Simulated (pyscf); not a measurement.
Cl–SnH(Cl)–Cl + H₂ → HCl + Cl–SnH₂–Cl (four-centre exchange; singlet surface; Cl–Sn, H–H broken, Cl–H, H–Sn formed). Optimised with ωB97X-D3(BJ)/def2-SVP in PySCF. Rate constants from transition-state theory, ωB97M-D3(BJ)/def2-TZVP energies (ideal gas, 1 atm, RRHO with modes under 100 cm⁻¹ raised to 100, one conformer, R ln 2 for chiral ones without a mode under 150 cm⁻¹; no tunnelling), k in cm³ molecule⁻¹ s⁻¹.

| T (K) | 1000/T | log10 k |
|---|---|---|
| 298 | 3.354 | -45.52 |
| 600 | 1.667 | -28.34 |
| 900 | 1.111 | ? |
| 1200 | 0.833 | -19.65 |

Fit an Arrhenius line to the three values, give the activation energy, and predict k at 900 K.

Least squares gives log10 k = -11.17 − 10.25 × 1000/T, so Ea = 10.25 × ln 10 × 1.987 = 46.9 kcal/mol, against an electronic barrier of 45.2. At 900 K the line gives -22.56; the computed value is -22.60 (ΔG‡ = 69.8 kcal/mol), close to the line. On the product side the descent ends in a complex (not fully relaxed), 5.1 kcal/mol under the separated species and 32.6 kcal/mol under the saddle at ωB97X-D3(BJ)/def2-TZVP. One saddle was located; it need not be the lowest between these sides. Elements past Kr carry the def2 core potentials, without spin-orbit coupling.
